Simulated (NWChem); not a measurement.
sulfur dioxide (SO$_{2}$); SMILES O=S=O

Computed with NWChem. All runs use the structure optimised with PBE0/def2-SVP. Total energies of different functionals are on different scales.

| level | energy (Ha) | highest occupied level (eV) | orbital gap (eV) | dipole (D) | relative time |
|---|---|---|---|---|---|
| B3LYP/def2-TZVP | -548.7217 | -9.32 | 5.51 | 1.82 | 1 |
| PBE/def2-TZVP | -548.4018 | -7.93 | 3.49 | 1.61 | 1 |
| MPW1K/def2-TZVP | -548.6490 | -10.75 | 7.80 | 1.89 | 1 |
| LC-wPBE (HJS exchange hole, range parameter 0.4 per bohr)/def2-TZVP | -548.4601 | -12.38 | 11.23 | 1.85 | 6 |
| TPSSh/def2-TZVP | -548.7216 | -8.68 | 4.62 | 1.68 | 1 |
| LC-BLYP (range parameter 0.33 per bohr)/def2-TZVP | -548.2441 | -11.92 | 10.57 | 1.89 | 5 |
| B3PW91/def2-TZVP | -548.6098 | -9.30 | 5.49 | 1.76 | 1 |
| PW91/def2-TZVP | -548.6702 | -8.00 | 3.49 | 1.63 | 1 |

Relative times are rough (shared machine, one core).
